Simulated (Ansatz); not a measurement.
This geometry of C$_{3}$H$_{7}$NO (12 atoms, charge 0, multiplicity 1) is a first-order saddle point.

The calculation used RKS PBE-D4/6-31G* in Ansatz 0.2.0.

```xyz
12
Properties=species:S:1:pos:R:3
C 1.164 -0.321 1.163
C -0.174 -0.539 0.678
O -0.953 -1.356 1.410
N -0.816 -0.067 -0.401
C -0.213 0.837 -1.365
H 1.339 0.751 1.372
H 1.914 -0.648 0.419
H -0.250 -1.547 2.113
H -1.787 -0.357 -0.558
H 0.816 1.021 -1.016
H -0.192 0.381 -2.370
H -0.769 1.789 -1.412
```

Task: Which two structures does it join? (They come from a converged band through this point; their orientation in space is the band's.)

Result: No bond is made or broken. The dihedral H6–C1–C2–N4 goes from -5 to 172°. The two ends are copies of one structure, up to a mirror image or an exchange of like atoms.

Image 0:

```xyz
12
Properties=species:S:1:pos:R:3
C 1.223 -0.367 0.810
C -0.122 -0.475 0.673
O -0.922 -1.274 1.463
N -0.922 0.209 -0.230
C -0.293 0.984 -1.282
H 1.819 0.239 0.129
H 1.739 -0.846 1.645
H -0.320 -1.813 2.013
H -1.735 -0.337 -0.518
H 0.305 1.795 -0.831
H 0.381 0.386 -1.933
H -1.076 1.443 -1.905
```

Image 10:

```xyz
12
Properties=species:S:1:pos:R:3
C 1.222 -0.366 0.810
C -0.123 -0.474 0.674
O -0.921 -1.275 1.462
N -0.923 0.211 -0.229
C -0.293 0.985 -1.282
H 1.739 -0.850 1.642
H 1.820 0.240 0.131
H -0.319 -1.814 2.012
H -1.734 -0.337 -0.518
H 0.303 1.797 -0.831
H 0.382 0.386 -1.931
H -1.075 1.442 -1.907
```

Task: How far does it lie above each of them?

Result: 1.58 eV above the first and 1.58 eV above the second. This is the barrier of this one path; another mechanism may lie lower.

Time of the run: 4.4 min on 1 thread of Intel(R) Xeon(R) 6975P-C (Granite Rapids) (shared host), peak memory 0.19 GiB.
